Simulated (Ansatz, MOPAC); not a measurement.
## Isomers of SiH2SF

2 of its isomers, all doublets with charge 0: A = `F[SiH2][S]`; B = `F[SiH]S`.

Shapes, held fixed at every level: PBE0-D4/def2-TZVP. Flexible molecules stand in one conformer, not always the lowest. Programs: Ansatz 0.2.0, MOPAC 23.2.5.

Electronic energies in kJ/mol, without zero-point or thermal terms.

```
                level                   kind  B − A
                  PM7         semi-empirical  -28.6
     SPW92/def2-TZVPP                    LDA  -11.7
 r2SCAN-D4/def2-TZVPP               meta-GGA   +5.3
  B3LYP-D4/def2-TZVPP          global hybrid  +13.9
r2SCAN0-D4/def2-TZVPP          global hybrid  +10.4
         MP2/def2-SVP    perturbation theory  +17.6
   CCSD(T)/def2-TZVPP  coupled cluster or CI  +18.5
      CCSD/def2-TZVPP  coupled cluster or CI  +23.6
 CCSD(T)/CBS estimate  coupled cluster or CI  +15.6
```

The highest level, CCSD(T)/CBS estimate, puts A lowest of these. PM7, SPW92/def2-TZVPP put B lowest. The B − A difference spans -28.6 to +23.6 kJ/mol over the levels. Open shells run unrestricted unless RO is named. The CBS estimate extrapolates MP2 from def2-TZVPP and def2-QZVPP and adds CCSD(T) − MP2 in the triple-zeta set, cores frozen. NDDO rows are differences of heats of formation.
